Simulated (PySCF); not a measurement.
Species: C₅H₉S (charge -1).
SMILES with atom numbers: `[CH3:1][CH2:2][C@@H:3]1[CH2:4][C@@H:5]1[S-:6]` (hydrogens: H7, H8, H9 on C1; H10, H11 on C2; H12 on C3; H13, H14 on C4; H15 on C5)

Computed geometry: GFN2-xTB, gas phase.

Task: List the bond lengths, angles and torsions at this level.

Result: 
```json
{"bond": "C1–C2", "length (Å)": "1.526"}
{"bond": "C2–C3", "length (Å)": "1.508"}
{"bond": "C3–C4", "length (Å)": "1.506"}
{"bond": "C4–C5", "length (Å)": "1.506"}
{"bond": "C5–S6", "length (Å)": "1.768"}
{"bond": "C3–C5", "length (Å)": "1.512"}
{"bond": "C1–H7, C1–H8, C1–H9", "length (Å)": "1.090"}
{"bond": "C2–H10", "length (Å)": "1.093"}
{"bond": "C2–H11", "length (Å)": "1.095"}
{"bond": "C3–H12", "length (Å)": "1.090"}
{"bond": "C4–H13", "length (Å)": "1.081"}
{"bond": "C4–H14", "length (Å)": "1.086"}
{"bond": "C5–H15", "length (Å)": "1.092"}
```

Bonds in one row agree within 0.01 Å and their mean is given. A selection of angles:
```json
{"angle": "C2–C1–H7", "degrees": "110.9"}
{"angle": "C2–C1–H9", "degrees": "110.3"}
{"angle": "H7–C1–H8", "degrees": "108.4"}
{"angle": "C1–C2–C3", "degrees": "112.8"}
{"angle": "C1–C2–H10", "degrees": "110.4"}
{"angle": "C1–C2–H11", "degrees": "109.4"}
{"angle": "C3–C2–H10", "degrees": "107.3"}
{"angle": "C3–C2–H11", "degrees": "109.3"}
{"angle": "H10–C2–H11", "degrees": "107.5"}
{"angle": "C2–C3–C4", "degrees": "119.0"}
{"angle": "C2–C3–C5", "degrees": "119.5"}
{"angle": "C2–C3–H12", "degrees": "114.3"}
{"angle": "C4–C3–C5", "degrees": "59.9"}
{"angle": "C4–C3–H12", "degrees": "116.3"}
{"angle": "C5–C3–H12", "degrees": "117.2"}
{"angle": "C3–C4–C5", "degrees": "60.2"}
{"angle": "C3–C4–H13", "degrees": "117.2"}
{"angle": "C3–C4–H14", "degrees": "118.7"}
{"angle": "C5–C4–H13", "degrees": "117.0"}
{"angle": "C5–C4–H14", "degrees": "119.8"}
{"angle": "H13–C4–H14", "degrees": "113.9"}
{"angle": "C4–C5–S6", "degrees": "121.7"}
{"angle": "C4–C5–H15", "degrees": "115.5"}
{"angle": "S6–C5–H15", "degrees": "112.7"}
{"angle": "C3–C5–C4", "degrees": "59.9"}
{"angle": "C3–C5–S6", "degrees": "122.4"}
{"angle": "C3–C5–H15", "degrees": "115.2"}
```

Torsions: C1–C2–C3–C4 -72° (synclinal); C2–C3–C4–C5 -109° (anticlinal); C3–C4–C5–S6 112° (anticlinal); C2–C3–C5–C4 108° (anticlinal).

The 5 C–C bonds span 1.506 Å (C3–C4, drawn single) to 1.526 Å (C1–C2, drawn single), a spread of 0.020 Å. The 3-membered ring C3–C4–C5 has internal angles of 59.9° to 60.2°. Of the pairs four or more bonds apart, S6···H10 is among the closest relative to their van der Waals radii: 2.61 Å, 87 % of the sum of Bondi's values.

Point group: C1 (no symmetry element, even within 0.4 Å). No frequency check.

One conformer stands for the species.
